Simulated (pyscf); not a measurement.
Optimised with ωB97X-D3(BJ)/def2-SVP in PySCF. Correlated levels are frozen-core, on RHF or UHF. ΔMP2 is the change of the MP2 total energy from the triple- to the quadruple-zeta basis.

SMILES: OB[SiH3]
```xyz
8

O      0.3006    -0.9280    -1.1160
B      0.4146    -0.2781     0.0666
Si    -0.2304     1.6432     0.2010
H      0.6321    -1.8339    -1.0835
H      0.8996    -0.8583     1.0222
H      0.8941     2.5371     0.6232
H     -1.2975     1.7561     1.2454
H     -0.7804     2.1575    -1.0898
```

Task: How much does it cost (ΔH, 298 K, CCSD(T)/def2-TZVPP + ΔMP2(QZVPP)) to split `[OH][BH][SiH3]` at its B–Si bond into [HB–OH]• + SiH₃•?

Result: B–Si to [HB–OH]• + SiH₃•: 353.6 kJ/mol. The radicals are drawn with the spin at the cut bond; how far it spreads was not checked. HO–BH–SiH₃ lies 105.8 kJ/mol over its isomer H₂B–O–SiH₃, and others may lie lower still (electronic energy, ωB97M-D3(BJ)). [HB–OH]• lies 24.5 kJ/mol over its isomer H₂B–O•, and others may lie lower still (electronic energy, ωB97M-D3(BJ)). The CCSD(T) − MP2 part came from Ansatz, without density fitting, on the same reference.
